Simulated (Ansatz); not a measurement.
# Si2H8O (built from SMILES O.[SiH3][SiH3]): search for a transition state, part 3 of 3

Ansatz 0.2.0, Gaussian basis; PBE0-D4. The steps go on from the part before.

## 8. Relaxing after a step of 0.30 Å the other way along the mode

File downb/in.yaml:

```yaml
crystal:
  periodic: [false, false, false]
  atoms:
    - {symbol: Si, position_ang: [-0.951283, 0.111478, -0.710873]}
    - {symbol: Si, position_ang: [0.935680, -1.071967, 0.682130]}
    - {symbol: H, position_ang: [-0.587001, -0.822315, -1.804987]}
    - {symbol: H, position_ang: [-1.937241, -0.299858, 0.309600]}
    - {symbol: H, position_ang: [-1.769078, 1.181609, -1.469454]}
    - {symbol: H, position_ang: [0.623273, 1.320563, 0.363388]}
    - {symbol: O, position_ang: [0.182704, 1.665671, -0.258134]}
    - {symbol: H, position_ang: [1.364307, -0.858756, 2.125325]}
    - {symbol: H, position_ang: [0.125757, -2.311692, 0.702804]}
    - {symbol: H, position_ang: [2.230580, -1.400443, -0.016774]}
    - {symbol: H, position_ang: [-0.217698, 2.485811, 0.076876]}
basis:
  gaussian: {orbitals: def2-TZVP}
hamiltonian: {xc: pbe0, dispersion: d4}
relax: {f_tol: 0.005, max_steps: 200}
```

Run with:

```bash
> ansatz run in.yaml --threads 4 --pin off --events-out ev --progress --plain --max-ram 9574MiB
```

The log of the run:

```text
Functional definition: PBE0
  name "PBE0"
  cite "Adamo & Barone, J. Chem. Phys. 110, 6158 (1999) doi:10.1063/1.478522"
  cite "Perdew, Burke & Ernzerhof, Phys. Rev. Lett. 77, 3865 (1996) doi:10.1103/PhysRevLett.77.3865"
  parent pbe
  parameter a = 0.25
  parameter kappa = 0.804
  parameter beta = 0.06672455060314922
  exchange = (1 - a)*pbe_x(kappa = kappa, mu = beta*pi^2/3) + a*exact_x
  correlation = pbe_c(beta = beta)
1039 factors; their error is unknown
mean field evaluation 1: about -17918.7803 eV, gradient 4.6e1 eV
mean field evaluation 2: about -17916.2285 eV, gradient 6.1e1 eV
mean field evaluation 4: about -17922.2600 eV, gradient 1.3e0 eV
mean field evaluation 8: about -17922.3318 eV, gradient 3.2e-1 eV
mean field evaluation 16: about -17922.3319 eV, gradient 1.3e-5 eV
mean field -17922.33193044 eV, -658.6335502506 hartree, gradient 1.3e-5 eV, S^2 0.000000; 0 other end points of the search recorded, 0 dependent functions left out
the calculation of the forces begins
reference -17922.33196501 eV, -658.6335515210 hartree; 22, 22 occupied and 131, 131 virtual orbitals, 1039 factors
relax step   1: F+E_penalty+E_count = -17922.50171372 eV  Δ(F+E_penalty+E_count) = +0.000e0 eV  max|allowed force component| = 7.860e0 eV/Å  Δτ_max = 0.0000 Å  (25 SCF iters, accepted)
these checks for a lower state are left out or cut short: starts, cluster_reference, orbital_swaps, neighbouring_geometries, increment
1039 factors; their error is unknown
mean field -17923.18114242 eV, -658.6647582154 hartree, gradient 1.4e-5 eV, S^2 0.000000; 0 other end points of the search recorded, 0 dependent functions left out
the calculation of the forces begins
reference -17923.18117664 eV, -658.6647594728 hartree; 22, 22 occupied and 131, 131 virtual orbitals, 1039 factors
relax step   2: F+E_penalty+E_count = -17923.34926010 eV  Δ(F+E_penalty+E_count) = -8.475e-1 eV  max|allowed force component| = 7.655e-1 eV/Å  Δτ_max = 0.1943 Å  (27 SCF iters, accepted)
these checks for a lower state are left out or cut short: starts, cluster_reference, orbital_swaps, neighbouring_geometries, increment
1039 factors; their error is unknown
mean field -17923.38690759 eV, -658.6723199461 hartree, gradient 1.9e-5 eV, S^2 0.000000; 0 other end points of the search recorded, 0 dependent functions left out
the calculation of the forces begins
reference -17923.38694182 eV, -658.6723212038 hartree; 22, 22 occupied and 131, 131 virtual orbitals, 1039 factors
relax step   3: F+E_penalty+E_count = -17923.55642052 eV  Δ(F+E_penalty+E_count) = -2.072e-1 eV  max|allowed force component| = 8.137e-1 eV/Å  Δτ_max = 0.1998 Å  (28 SCF iters, accepted)
[... from here on, the SCF cycles and remarks between the steps are left out ...]
relax step   4: F+E_penalty+E_count = -17923.87509034 eV  Δ(F+E_penalty+E_count) = -3.187e-1 eV  max|allowed force component| = 1.180e0 eV/Å  Δτ_max = 0.1959 Å  (27 SCF iters, accepted)
relax step   5: F+E_penalty+E_count = -17924.24023741 eV  Δ(F+E_penalty+E_count) = -3.651e-1 eV  max|allowed force component| = 8.004e-1 eV/Å  Δτ_max = 0.1973 Å  (26 SCF iters, accepted)
relax step   6: F+E_penalty+E_count = -17924.54217956 eV  Δ(F+E_penalty+E_count) = -3.019e-1 eV  max|allowed force component| = 8.213e-1 eV/Å  Δτ_max = 0.1986 Å  (28 SCF iters, accepted)
relax step   7: F+E_penalty+E_count = -17924.72361249 eV  Δ(F+E_penalty+E_count) = -1.814e-1 eV  max|allowed force component| = 5.412e-1 eV/Å  Δτ_max = 0.1996 Å  (27 SCF iters, accepted)
relax step   8: F+E_penalty+E_count = -17924.76644668 eV  Δ(F+E_penalty+E_count) = -4.283e-2 eV  max|allowed force component| = 1.366e-1 eV/Å  Δτ_max = 0.1999 Å  (27 SCF iters, accepted)
relax step   9: F+E_penalty+E_count = -17924.77484408 eV  Δ(F+E_penalty+E_count) = -8.397e-3 eV  max|allowed force component| = 1.509e-1 eV/Å  Δτ_max = 0.2000 Å  (27 SCF iters, accepted)
relax step  10: F+E_penalty+E_count = -17924.78277507 eV  Δ(F+E_penalty+E_count) = -7.931e-3 eV  max|allowed force component| = 5.903e-2 eV/Å  Δτ_max = 0.0794 Å  (28 SCF iters, accepted)
relax step  11: F+E_penalty+E_count = -17924.78455288 eV  Δ(F+E_penalty+E_count) = -1.778e-3 eV  max|allowed force component| = 1.238e-1 eV/Å  Δτ_max = 0.1096 Å  (28 SCF iters, accepted)
relax step  12: F+E_penalty+E_count = -17924.78599202 eV  Δ(F+E_penalty+E_count) = -1.439e-3 eV  max|allowed force component| = 1.126e-2 eV/Å  Δτ_max = 0.0437 Å  (28 SCF iters, accepted)
relax step  13: F+E_penalty+E_count = -17924.78539438 eV  Δ(F+E_penalty+E_count) = +5.976e-4 eV  max|allowed force component| = 2.804e-1 eV/Å  Δτ_max = 0.0833 Å  (28 SCF iters, rejected (line search))
relax step  14: F+E_penalty+E_count = -17924.78673379 eV  Δ(F+E_penalty+E_count) = -7.418e-4 eV  max|allowed force component| = 1.240e-2 eV/Å  Δτ_max = 0.0414 Å  (28 SCF iters, accepted)
relax step  15: F+E_penalty+E_count = -17924.78663329 eV  Δ(F+E_penalty+E_count) = +1.005e-4 eV  max|allowed force component| = 2.735e-1 eV/Å  Δτ_max = 0.0976 Å  (28 SCF iters, rejected (line search))
relax step  16: F+E_penalty+E_count = -17924.78742818 eV  Δ(F+E_penalty+E_count) = -6.944e-4 eV  max|allowed force component| = 5.605e-2 eV/Å  Δτ_max = 0.0476 Å  (28 SCF iters, accepted)
relax step  17: F+E_penalty+E_count = -17924.78820628 eV  Δ(F+E_penalty+E_count) = -7.781e-4 eV  max|allowed force component| = 7.941e-2 eV/Å  Δτ_max = 0.0488 Å  (28 SCF iters, accepted)
relax step  18: F+E_penalty+E_count = -17924.78832584 eV  Δ(F+E_penalty+E_count) = -1.196e-4 eV  max|allowed force component| = 1.835e-1 eV/Å  Δτ_max = 0.0732 Å  (28 SCF iters, accepted)
relax step  19: F+E_penalty+E_count = -17924.78742987 eV  Δ(F+E_penalty+E_count) = +8.960e-4 eV  max|allowed force component| = 3.371e-1 eV/Å  Δτ_max = 0.0818 Å  (28 SCF iters, rejected (line search))
relax step  20: F+E_penalty+E_count = -17924.79045678 eV  Δ(F+E_penalty+E_count) = -2.131e-3 eV  max|allowed force component| = 1.025e-1 eV/Å  Δτ_max = 0.0409 Å  (28 SCF iters, accepted)
relax step  21: F+E_penalty+E_count = -17924.79214412 eV  Δ(F+E_penalty+E_count) = -1.687e-3 eV  max|allowed force component| = 2.269e-2 eV/Å  Δτ_max = 0.0542 Å  (28 SCF iters, accepted)
relax step  22: F+E_penalty+E_count = -17924.79422406 eV  Δ(F+E_penalty+E_count) = -2.080e-3 eV  max|allowed force component| = 5.301e-2 eV/Å  Δτ_max = 0.0823 Å  (27 SCF iters, accepted)
relax step  23: F+E_penalty+E_count = -17924.79572050 eV  Δ(F+E_penalty+E_count) = -1.496e-3 eV  max|allowed force component| = 1.548e-1 eV/Å  Δτ_max = 0.1234 Å  (28 SCF iters, accepted)
relax step  24: F+E_penalty+E_count = -17924.79764614 eV  Δ(F+E_penalty+E_count) = -1.926e-3 eV  max|allowed force component| = 1.268e-1 eV/Å  Δτ_max = 0.0457 Å  (28 SCF iters, accepted)
relax step  25: F+E_penalty+E_count = -17924.80001244 eV  Δ(F+E_penalty+E_count) = -2.366e-3 eV  max|allowed force component| = 5.042e-1 eV/Å  Δτ_max = 0.1248 Å  (27 SCF iters, accepted)
relax step  26: F+E_penalty+E_count = -17924.80237240 eV  Δ(F+E_penalty+E_count) = -2.360e-3 eV  max|allowed force component| = 1.806e-1 eV/Å  Δτ_max = 0.0316 Å  (28 SCF iters, accepted)
relax step  27: F+E_penalty+E_count = -17924.80420453 eV  Δ(F+E_penalty+E_count) = -1.832e-3 eV  max|allowed force component| = 7.496e-3 eV/Å  Δτ_max = 0.0544 Å  (28 SCF iters, accepted)
relax step  28: F+E_penalty+E_count = -17924.80498451 eV  Δ(F+E_penalty+E_count) = -7.800e-4 eV  max|allowed force component| = 2.025e-1 eV/Å  Δτ_max = 0.1029 Å  (27 SCF iters, accepted)
relax step  29: F+E_penalty+E_count = -17924.80546531 eV  Δ(F+E_penalty+E_count) = -4.808e-4 eV  max|allowed force component| = 1.413e-1 eV/Å  Δτ_max = 0.0350 Å  (28 SCF iters, accepted)
relax step  30: F+E_penalty+E_count = -17924.80589776 eV  Δ(F+E_penalty+E_count) = -4.325e-4 eV  max|allowed force component| = 9.360e-2 eV/Å  Δτ_max = 0.0417 Å  (28 SCF iters, accepted)
relax step  31: F+E_penalty+E_count = -17924.80645309 eV  Δ(F+E_penalty+E_count) = -5.553e-4 eV  max|allowed force component| = 1.143e-2 eV/Å  Δτ_max = 0.0352 Å  (28 SCF iters, accepted)
relax step  32: F+E_penalty+E_count = -17924.80621890 eV  Δ(F+E_penalty+E_count) = +2.342e-4 eV  max|allowed force component| = 5.459e-2 eV/Å  Δτ_max = 0.0188 Å  (29 SCF iters, rejected (line search))
relax step  33: F+E_penalty+E_count = -17924.80654805 eV  Δ(F+E_penalty+E_count) = -9.496e-5 eV  max|allowed force component| = 4.782e-3 eV/Å  Δτ_max = 0.0094 Å  (29 SCF iters, accepted)
relax step  34: F+E_penalty+E_count = -17924.80516280 eV  Δ(F+E_penalty+E_count) = +1.385e-3 eV  max|allowed force component| = 2.765e-1 eV/Å  Δτ_max = 0.0979 Å  (27 SCF iters, rejected (line search))
relax step  35: F+E_penalty+E_count = -17924.80679100 eV  Δ(F+E_penalty+E_count) = -2.429e-4 eV  max|allowed force component| = 1.282e-2 eV/Å  Δτ_max = 0.0356 Å  (28 SCF iters, accepted)
relax step  36: F+E_penalty+E_count = -17924.80672563 eV  Δ(F+E_penalty+E_count) = +6.537e-5 eV  max|allowed force component| = 1.071e-1 eV/Å  Δτ_max = 0.0488 Å  (28 SCF iters, rejected (line search))
relax step  37: F+E_penalty+E_count = -17924.80642442 eV  Δ(F+E_penalty+E_count) = +3.666e-4 eV  max|allowed force component| = 5.824e-2 eV/Å  Δτ_max = 0.0244 Å  (28 SCF iters, rejected (line search))
relax step  38: F+E_penalty+E_count = -17924.80687407 eV  Δ(F+E_penalty+E_count) = -8.307e-5 eV  max|allowed force component| = 5.925e-3 eV/Å  Δτ_max = 0.0119 Å  (29 SCF iters, accepted)
relax step  39: F+E_penalty+E_count = -17924.80699545 eV  Δ(F+E_penalty+E_count) = -1.214e-4 eV  max|allowed force component| = 1.746e-2 eV/Å  Δτ_max = 0.0244 Å  (28 SCF iters, accepted)
relax step  40: F+E_penalty+E_count = -17924.80703121 eV  Δ(F+E_penalty+E_count) = -3.576e-5 eV  max|allowed force component| = 7.549e-2 eV/Å  Δτ_max = 0.0366 Å  (28 SCF iters, accepted)
relax step  41: F+E_penalty+E_count = -17924.80716829 eV  Δ(F+E_penalty+E_count) = -1.371e-4 eV  max|allowed force component| = 2.844e-2 eV/Å  Δτ_max = 0.0034 Å  (22 SCF iters, accepted)
relax step  42: F+E_penalty+E_count = -17924.80725740 eV  Δ(F+E_penalty+E_count) = -8.911e-5 eV  max|allowed force component| = 1.205e-3 eV/Å  Δτ_max = 0.0139 Å  (29 SCF iters, accepted)
relax step  43: F+E_penalty+E_count = -17924.80730737 eV  Δ(F+E_penalty+E_count) = -4.997e-5 eV  max|allowed force component| = 6.119e-2 eV/Å  Δτ_max = 0.0503 Å  (28 SCF iters, accepted)
relax step  44: F+E_penalty+E_count = -17924.80723199 eV  Δ(F+E_penalty+E_count) = +7.537e-5 eV  max|allowed force component| = 7.382e-2 eV/Å  Δτ_max = 0.0301 Å  (28 SCF iters, rejected (line search))
relax step  45: F+E_penalty+E_count = -17924.80742149 eV  Δ(F+E_penalty+E_count) = -1.141e-4 eV  max|allowed force component| = 1.214e-2 eV/Å  Δτ_max = 0.0045 Å  (30 SCF iters, accepted)
relax step  46: F+E_penalty+E_count = -17924.80745891 eV  Δ(F+E_penalty+E_count) = -3.742e-5 eV  max|allowed force component| = 8.165e-4 eV/Å  Δτ_max = 0.0094 Å  (29 SCF iters, accepted)
relax step  47: F+E_penalty+E_count = -17924.80745364 eV  Δ(F+E_penalty+E_count) = +5.271e-6 eV  max|allowed force component| = 5.110e-2 eV/Å  Δτ_max = 0.0348 Å  (28 SCF iters, rejected (line search))
relax step  48: F+E_penalty+E_count = -17924.80749513 eV  Δ(F+E_penalty+E_count) = -3.622e-5 eV  max|allowed force component| = 9.661e-3 eV/Å  Δτ_max = 0.0173 Å  (29 SCF iters, accepted)
relax step  49: F+E_penalty+E_count = -17924.80749411 eV  Δ(F+E_penalty+E_count) = +1.021e-6 eV  max|allowed force component| = 3.918e-2 eV/Å  Δτ_max = 0.0263 Å  (28 SCF iters, rejected (line search))
relax step  50: F+E_penalty+E_count = -17924.80751669 eV  Δ(F+E_penalty+E_count) = -2.156e-5 eV  max|allowed force component| = 1.166e-2 eV/Å  Δτ_max = 0.0128 Å  (29 SCF iters, accepted)
relax step  51: F+E_penalty+E_count = -17924.80743932 eV  Δ(F+E_penalty+E_count) = +7.738e-5 eV  max|allowed force component| = 5.433e-2 eV/Å  Δτ_max = 0.0349 Å  (28 SCF iters, rejected (line search))
relax step  52: F+E_penalty+E_count = -17924.80753867 eV  Δ(F+E_penalty+E_count) = -2.198e-5 eV  max|allowed force component| = 1.349e-2 eV/Å  Δτ_max = 0.0173 Å  (29 SCF iters, accepted)
relax step  53: F+E_penalty+E_count = -17924.80751662 eV  Δ(F+E_penalty+E_count) = +2.205e-5 eV  max|allowed force component| = 1.841e-2 eV/Å  Δτ_max = 0.0174 Å  (29 SCF iters, rejected (line search))
relax step  54: F+E_penalty+E_count = -17924.80754901 eV  Δ(F+E_penalty+E_count) = -1.033e-5 eV  max|allowed force component| = 5.117e-3 eV/Å  Δτ_max = 0.0085 Å  (29 SCF iters, accepted)
these checks for a lower state are left out or cut short: starts, cluster_reference, orbital_swaps, neighbouring_geometries, increment
1039 factors; their error is unknown
mean field -17924.64534356 eV, -658.7185666150 hartree, gradient 1.2e-5 eV, S^2 0.000000; 0 other end points of the search recorded, 0 dependent functions left out
the calculation of the forces begins
reference -17924.64537879 eV, -658.7185679095 hartree; 22, 22 occupied and 131, 131 virtual orbitals, 1039 factors
relax step  55: F+E_penalty+E_count = -17924.80755938 eV  Δ(F+E_penalty+E_count) = -1.037e-5 eV  max|allowed force component| = 4.215e-3 eV/Å  Δτ_max = 0.0097 Å  (29 SCF iters, accepted)
1039 factors; their error is unknown
mean field -17924.64534356 eV, -658.7185666150 hartree, gradient 6.8e-5 eV, S^2 0.000000; 1 other end points of the search recorded, 0 dependent functions left out
the calculation of the forces begins
reference -17924.64537879 eV, -658.7185679095 hartree; 22, 22 occupied and 131, 131 virtual orbitals, 1039 factors
Total energy: -17924.80759461 eV, -658.7245292308 hartree
Atom 0 at    -1.095601    -0.418629    -0.706398 Å, force     0.001934     0.000143    -0.003696 eV/Å
Atom 1 at     0.830811    -1.204602     0.371068 Å, force    -0.001961    -0.000473     0.004215 eV/Å
Atom 2 at    -1.876786    -1.539653    -1.302013 Å, force     0.000116     0.000042     0.000068 eV/Å
Atom 3 at    -1.996827     0.291441     0.242616 Å, force     0.001806    -0.000311     0.000838 eV/Å
Atom 4 at    -0.753232     0.516880    -1.812987 Å, force    -0.001794     0.000507    -0.000537 eV/Å
Atom 5 at    -0.103191     2.256826     1.083373 Å, force    -0.000529    -0.000155     0.000627 eV/Å
Atom 6 at     0.604176     1.881660     0.553039 Å, force     0.000072    -0.000861     0.000680 eV/Å
Atom 7 at     0.810966    -0.849110     1.813074 Å, force     0.001410    -0.000889     0.000769 eV/Å
Atom 8 at     0.892965    -2.690969     0.269863 Å, force     0.000130    -0.000025    -0.000353 eV/Å
Atom 9 at     2.055735    -0.654826    -0.263936 Å, force    -0.001898     0.001188    -0.000935 eV/Å
Atom 10 at     0.630984     2.411083    -0.247798 Å, force     0.000714     0.000834    -0.001678 eV/Å
Dipole moment:    -0.149948     0.462317    -0.027833 e Å
```

Run time: 97 s. Hardware: 4 threads of Arm Neoverse V1, shared host.

Relaxation path: (not every step is listed)

```csv
step,energy from step 1 (eV),largest force component (eV/Å)
1,0.0000,7.8597
2,-0.8475,0.7655
3,-1.0547,0.8137
4,-1.3734,1.1804
5,-1.7385,0.8004
6,-2.0405,0.8213
7,-2.2219,0.5412
8,-2.2647,0.1366
9,-2.2731,0.1509
13,-2.2837,0.2804
17,-2.2865,0.0794
21,-2.2904,0.0227
25,-2.2983,0.5042
29,-2.3038,0.1413
33,-2.3048,0.0048
37,-2.3047,0.0582
41,-2.3055,0.0284
45,-2.3057,0.0121
49,-2.3058,0.0392
50,-2.3058,0.0117
51,-2.3057,0.0543
52,-2.3058,0.0135
53,-2.3058,0.0184
54,-2.3058,0.0051
55,-2.3058,0.0042
```

Distances of close pairs at the start and the end, largest changes first:

```csv
bond,before (Å),after (Å),change (Å)
Si1–O7,1.976,3.125,+1.149
Si1–Si2,2.627,2.343,-0.284
H6–O7,0.836,0.960,+0.124
Si1–H5,1.546,1.489,-0.057
Si2–H8,1.521,1.485,-0.035
Si2–H10,1.508,1.485,-0.022
O7–H11,0.972,0.960,-0.012
Si1–H4,1.477,1.489,+0.012
```

## 9. The three structures

```
   pair  start side (Å)  saddle (Å)  end side (Å)
 Si1–O7           3.125       1.845         1.647
 Si2–H6           3.655       2.116         1.485
Si1–Si2           2.343       2.772         4.017
  H6–O7           0.960       1.056         3.174
```

## 10. Outcome

This closing draws on all 3 parts.

```
                       quantity                                                       value
                 imaginary mode                                                   569i cm⁻¹
    barrier from the start side                                                165.8 kJ/mol
      barrier from the end side                                                229.2 kJ/mol
             energy of the step                                                -63.3 kJ/mol
              pairs that change  Si1–O7 formed, Si2–H6 formed, Si1–Si2 broken, H6–O7 broken
zero-point energy at the saddle                                                    1.901 eV
```

In words: One imaginary mode, 569i cm⁻¹, makes this a first-order saddle. It joins the planned start and end. At PBE0-D4/def2-TZVP the electronic barrier is 165.8 kJ/mol, about 67 kT at 298 K, and the step runs 63.3 kJ/mol downhill. A step off the saddle overshot and began above it in energy, so the link to its end is likely but not proven. Lower complexes than these ends may exist.
